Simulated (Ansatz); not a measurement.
# SiH5S+: one structure at several levels

Aim: energy, forces and dipole at a structure displaced at random from a GFN2-xTB minimum, from CCSD(T) and from density functionals.

The runs use Ansatz 0.2.0, Gaussian basis; single points in def2-TZVPP.

Correlated methods freeze the cores. B3LYP uses VWN-RPA correlation.

### 1 The system as given

SMILES `[SiH3][SH2+]`, 7 atoms, charge 1, spin multiplicity 1.

Atoms are counted from 1 here; the program's logs count them from 0.

Bond lengths: Si1–H3 1.582 Å, Si1–H4 1.522 Å, Si1–H5 1.526 Å, S2–H6 1.449 Å, S2–H7 1.370 Å. Angles: H3–Si1–H4 121.7°, H3–Si1–H5 120.2°, H4–Si1–H5 114.4°, H6–S2–H7 88.9°.

As a file:

```xyz
7
charge 1, multiplicity 1
Si   -0.8064   -0.5101   -0.3788
S     1.0796    1.0373    0.0440
H    -0.6774   -1.4291    0.9022
H    -0.3178   -0.9690   -1.7452
H    -1.8507    0.6017   -0.4225
H     0.8268    1.0578    1.4711
H     1.9247   -0.0246    0.2346
```

### 2 CCSD(T)/def2-TZVPP

Input file run/in.yaml:

```yaml
crystal:
  periodic: [false, false, false]
  atoms:
    - {symbol: Si, position_ang: [-0.806400, -0.510100, -0.378800]}
    - {symbol: S, position_ang: [1.079600, 1.037300, 0.044000]}
    - {symbol: H, position_ang: [-0.677400, -1.429100, 0.902200]}
    - {symbol: H, position_ang: [-0.317800, -0.969000, -1.745200]}
    - {symbol: H, position_ang: [-1.850700, 0.601700, -0.422500]}
    - {symbol: H, position_ang: [0.826800, 1.057800, 1.471100]}
    - {symbol: H, position_ang: [1.924700, -0.024600, 0.234600]}
basis:
  gaussian: {orbitals: def2-TZVPP}
total_charge: 1
correlation: {method: ccsd_t}
output: {forces: true}
```

No record of the launch command was kept for these runs.

### 3 PBE0-D4/def2-TZVPP

Changes to run/in.yaml since step 2:

```diff
@@ -13,3 +13,3 @@
 total_charge: 1
-correlation: {method: ccsd_t}
-output: {forces: true}
+hamiltonian: {xc: pbe0, dispersion: d4}
+output: {forces: true, orbitals: {seedname: orbitals}}
```

### 4 wB97M-V/def2-TZVPP

Changes to run/in.yaml since step 3:

```diff
@@ -13,3 +13,3 @@
 total_charge: 1
-hamiltonian: {xc: pbe0, dispersion: d4}
-output: {forces: true, orbitals: {seedname: orbitals}}
+hamiltonian: {xc: {name: wB97M-V}}
+output: {forces: true}
```

### 5 r2SCAN-D4/def2-TZVPP

Changes to run/in.yaml since step 4:

```diff
@@ -13,3 +13,3 @@
 total_charge: 1
-hamiltonian: {xc: {name: wB97M-V}}
+hamiltonian: {xc: r2scan, dispersion: d4}
 output: {forces: true}
```

### 6 PBE-D4/def2-TZVPP

Changes to run/in.yaml since step 5:

```diff
@@ -13,3 +13,3 @@
 total_charge: 1
-hamiltonian: {xc: r2scan, dispersion: d4}
+hamiltonian: {xc: pbe, dispersion: d4}
 output: {forces: true}
```

### 7 B3LYP-D4/def2-TZVPP

Changes to run/in.yaml since step 6:

```diff
@@ -13,3 +13,3 @@
 total_charge: 1
-hamiltonian: {xc: pbe, dispersion: d4}
+hamiltonian: {xc: {name: B3LYP}, dispersion: d4}
 output: {forces: true}
```

### 8 HSE06-D4/def2-TZVPP

Changes to run/in.yaml since step 7:

```diff
@@ -13,3 +13,3 @@
 total_charge: 1
-hamiltonian: {xc: {name: B3LYP}, dispersion: d4}
+hamiltonian: {xc: hse06, dispersion: d4}
 output: {forces: true}
```

(Steps that only read results are left out.)

**Question.** What will these runs give? Wanted: energy less free atoms, CCSD(T)/def2-TZVPP; RMS force component; RMS force error; HOMO and LUMO, PBE0-D4; T1 diagnostic.

As calculated:

| quantity | value |
| --- | --- |
| energy less free atoms, CCSD(T)/def2-TZVPP | -1087.1 kJ/mol |
| RMS force component | 0.747 to 0.951 eV/Å over the methods |
| RMS force error | PBE0-D4 0.059, wB97M-V 0.037, r2SCAN-D4 0.067, PBE-D4 0.212, B3LYP-D4 0.064, HSE06-D4 0.061 eV/Å |
| HOMO and LUMO, PBE0-D4 | -15.20 and -6.76 eV |
| T1 diagnostic | 0.012 |

What this shows: Against CCSD(T) the functionals' energies less atoms differ by -51.3 to -13.4 kJ/mol, PBE-D4 by -32.9 kJ/mol. A larger basis would deepen the CCSD(T) value, while the functionals are nearly converged already, so the order here is not reliable. On forces the order runs from wB97M-V to PBE-D4. Frozen-core CCSD(T) forces in triple zeta carry basis errors of their own, and this is one geometry, so small gaps rank nothing.
